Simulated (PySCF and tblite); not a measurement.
Values are calculated unless marked as measured or tabulated.
C₄H₁₀, numbered as in [CH3:1][CH2:2][CH2:3][CH3:4].

Conformers came from 90 starts (ETKDG and KDG, MMFF94s, GFN2-xTB); geometries are PBE0-D3(BJ)/def2-SVP. Energies: PBE0-D3(BJ)/def2-TZVP, with GFN2-xTB thermal terms (modes under about 100 cm⁻¹ blended into free rotors). Symmetry numbers and mirror images are counted. Conformers within 4 kcal/mol (GFN2-xTB free energy) were kept, 5 at most. Run with PySCF (density fitting) and tblite.

Rotational constants are equilibrium values for the commonest isotopes; dipoles come from the energy level named.

Torsions listed: C1–C2–C3–C4. Of a mirror pair one member is shown.

| conformer | shape | symmetry |
| --- | --- | --- |
| 1 | 180° | C2h |
| 2 | -65° | C2 (pair) |

Give the rotational constants and dipole components, as needed to look for these species in a jet-cooled rotational spectrum.


```json
{"conformer": "1", "A (MHz)": "23484", "B (MHz)": "3637", "C (MHz)": "3417", "abs μa (D)": "0.00", "abs μb (D)": "0.00", "abs μc (D)": "0.00", "κ": "-0.98", "Ic−Ia−Ib (u Å²)": "-12.6"}
{"conformer": "2", "A (MHz)": "13381", "B (MHz)": "4736", "C (MHz)": "4052", "abs μa (D)": "0.00", "abs μb (D)": "0.11", "abs μc (D)": "0.00", "κ": "-0.85", "Ic−Ia−Ib (u Å²)": "-19.8"}
```
